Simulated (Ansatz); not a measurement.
An input for CF2

CF2 has 3 atoms, charge 0, and is taken as a singlet. Geometry: optimised at B3LYP/def2-SVP.

```xyz
3

C    -0.1093    0.2392   -0.3109
F    -0.8366   -0.5905   -0.9959
F    -0.1387    1.3459   -0.9900
```

Settings wanted:

| Setting | Value |
| --- | --- |
| basis set | def2-SVP |
| core potential | none |
| integral approximation | automatic |
| task | energy |
| method | DFT |
| functional | B2PLYP |
| dispersion | none |
| reference | RKS |
| accuracy | medium |
| frozen core orbitals | 3 |
| broken bond | (3, 2) |

Write the Ansatz 0.2.0 input and the command.

One that was run (others would do as well):

molecule.yaml:
```yaml
crystal:
  periodic: [false, false, false]
  atoms:
    - {symbol: C, position_ang: [-0.109326, 0.239180, -0.310872]}
    - {symbol: F, position_ang: [-0.836641, -0.590459, -0.995870]}
    - {symbol: F, position_ang: [-0.138693, 1.345909, -0.990048]}
basis:
  gaussian: {orbitals: def2-SVP}
hamiltonian: {xc: {name: B2PLYP}}
correlation: {frozen_orbitals: {C: 1, F: 1}}
```

```bash
$ ansatz run molecule.yaml --threads 1 --pin off --max-ram 3480MiB --events-out events.jsonl --progress --plain --runs-dir runs
```

Calculated total energy: -237.32815 Eh.
